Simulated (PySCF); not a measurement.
A structure optimised at PBE0-D3(BJ)/def2-TZVPD, used in a PySCF frequency run:

```xyz
2

N      0.0000     0.0000    -0.1299
H      0.0000     0.0000     0.9093
```
Charge 0, spin multiplicity 3.

Write its SMILES, formula and point group.

[NH], HN, C∞v

What are its rotational constants (standard atomic weights)?

497.72 GHz (linear rotor, B only)
